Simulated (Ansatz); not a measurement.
Forces on a displaced structure

CFSi (charge -1), closed shell, displaced at random from a GFN2-xTB minimum.

| atom | x (Å) | y (Å) | z (Å) |
| --- | --- | --- | --- |
| C1 | 0.9746 | 1.2834 | 0.7187 |
| Si2 | -0.0691 | 0.0370 | 0.0610 |
| F3 | -0.9910 | -1.2092 | -0.6165 |

Ansatz 0.2.0; basis: def2-TZVPPD; cores frozen in the correlated methods.

CCSD(T) forces from the calculation:
```json
{"atom": "C1", "Fx": "-0.703", "Fy": "-0.860", "Fz (eV/Å)": "-0.456"}
{"atom": "Si2", "Fx": "0.451", "Fy": "0.543", "Fz (eV/Å)": "0.287"}
{"atom": "F3", "Fx": "0.251", "Fy": "0.317", "Fz (eV/Å)": "0.169"}
```

(1) Which atom feels the largest CCSD(T) force, and how large is it?

No T1 diagnostic of these runs exceeds 0.029. The restricted Hartree–Fock reference is unstable towards an unrestricted one here. These are differences at one structure, and CCSD(T) in triple zeta is itself an approximation.

Results:

(1) C1, 1.20 eV/Å, along (-0.59, -0.72, -0.38).

Root-mean-square difference of the force components from those of CCSD(T): PBE0-D4 0.353; wB97M-V 0.389; r2SCAN-D4 0.297; PBE-D4 0.317; LC-wPBE 0.651; B97M-V 0.345 eV/Å.

For scale, one of the runs: CCSD(T)/def2-TZVPPD forces, 125 basis functions (an equivalent command: `ansatz run in.yaml --threads 4`). Hardware: 4 CPU threads, shared host. Wall time 29 s; peak host memory 1 GiB.
